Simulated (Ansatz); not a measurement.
A calculation with Ansatz (development build ahead of 0.2.0).

```yaml
crystal:
  periodic: [false, false, false]
  atoms:
    - { symbol: H, position_ang: [-0.00409, -0.13706, 0.06914] }
    - { symbol: C, position_ang: [0.39499, 0.35401, 0.94229] }
    - { symbol: C, position_ang: [1.11661, 0.51304, 1.99937] }
    - { symbol: O, position_ang: [1.65267, 0.69889, 3.01584] }
basis:
  gaussian: { orbitals: def2-SVP }
magnetization:
  spin_polarized: true
  initial_magnetization: 1
hamiltonian:
  xc: pbe0
output:
  forces: true
```

The input is written out in the form of the current development build from the run's settings.

Output:

```json
{
  "Converged": "yes",
  "Total energy": "-151.63590 hartree",
  "Spin squared of the determinant": "0.761",
  "Stability test": "minimum"
}
```

Forces (eV/Å):
```tsv
atom	Fx	Fy	Fz
H1	0.125	-0.001	0.038
C2	0.416	0.265	0.536
C3	-1.276	-0.598	-1.501
O4	0.735	0.334	0.926
```
